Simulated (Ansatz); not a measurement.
Input file:

```yaml
crystal:
  periodic: [false, false, false]
  atoms:
    - {symbol: P, position_ang: [0.000000, 0.000000, 2.037300]}
    - {symbol: Si, position_ang: [0.000000, 0.000000, 0.000000]}
    - {symbol: P, position_ang: [0.000000, 0.000000, -2.037300]}
basis:
  gaussian: {orbitals: aug-cc-pVDZ, point_charges: [{charge: 0.50, position_ang: [3.132, 0.042, -0.201]}]}
magnetization: {spin_polarized: false}
hamiltonian: {xc: {name: PBE}}
correlation: {method: ccsd, electrons: valence}
scf: {omitted_lower_state_checks: [cluster_reference]}
```

```sh
$ ansatz run in.yaml --threads 1 --pin off --events-out ev --progress --plain --max-ram 2393MiB
```

Output:

```
these checks for a lower state are left out or cut short: cluster_reference
840 factors; integrals over basis functions are off by at most 6.5e-4 eV
mean field evaluation 1: about -26438.2154 eV, gradient 2.0e1 eV
mean field evaluation 2: about -26438.2138 eV, gradient 2.0e1 eV
mean field evaluation 4: about -26433.7956 eV, gradient 3.4e1 eV
mean field evaluation 8: about -26439.8668 eV, gradient 2.6e0 eV
mean field evaluation 16: about -26439.8985 eV, gradient 1.2e-1 eV
mean field evaluation 32: about -26439.8161 eV, gradient 1.2e0 eV
mean field evaluation 64: about -26439.6502 eV, gradient 2.5e0 eV
mean field -26439.89879848 eV, -971.6483592370 hartree, gradient 1.8e-6 eV, S^2 0.000000; 7 other end points of the search recorded, 0 dependent functions left out; unrestricted orbitals would lower it
15 core orbitals not correlated: weight in the atoms' cores, before any rotation towards them, 1.000 or more for the frozen orbitals, at most 0.000 for the correlated occupied ones
reference -26401.93119454 eV, -970.2530755276 hartree; 7, 7 occupied and 59, 59 virtual orbitals, 840 factors
second order -10.24523061 eV of doubles, -0.52035576 eV of singles
cycle   1  -9.65020501 eV  change    2.4e-1 eV  update   1.5e-1
cycle   2  -10.30509206 eV  change   -6.5e-1 eV  update   6.6e-2
cycle   3  -10.22601389 eV  change    7.9e-2 eV  update   2.8e-2
cycle   4  -10.33324325 eV  change   -1.1e-1 eV  update   1.5e-2
cycle   5  -10.33425751 eV  change   -1.0e-3 eV  update   5.7e-3
cycle   6  -10.33088429 eV  change    3.4e-3 eV  update   3.1e-3
cycle   7  -10.33349706 eV  change   -2.6e-3 eV  update   1.9e-3
cycle   8  -10.33411835 eV  change   -6.2e-4 eV  update   7.8e-4
cycle   9  -10.33326870 eV  change    8.5e-4 eV  update   3.4e-4
cycle  10  -10.33333918 eV  change   -7.0e-5 eV  update   1.0e-4
cycle  11  -10.33338703 eV  change   -4.8e-5 eV  update   4.0e-5
cycle  12  -10.33342052 eV  change   -3.3e-5 eV  update   1.8e-5
cycle  13  -10.33340178 eV  change    1.9e-5 eV  update   6.7e-6
cycle  14  -10.33341312 eV  change   -1.1e-5 eV  update   3.8e-6
cycle  15  -10.33340948 eV  change    3.6e-6 eV  update   1.3e-6
WARN: the results are in doubt because among natural orbitals full CI differs from the method by -0.216 eV
Total energy: -26412.26460402 eV, -970.6328213220 hartree
In doubt: among natural orbitals full CI differs from the method by -0.216 eV
Checks for a lower state left out: cluster_reference
```

Ran on 1 thread of Arm Neoverse V1, shared host: 12 s wall, 0.25 GiB peak host memory.
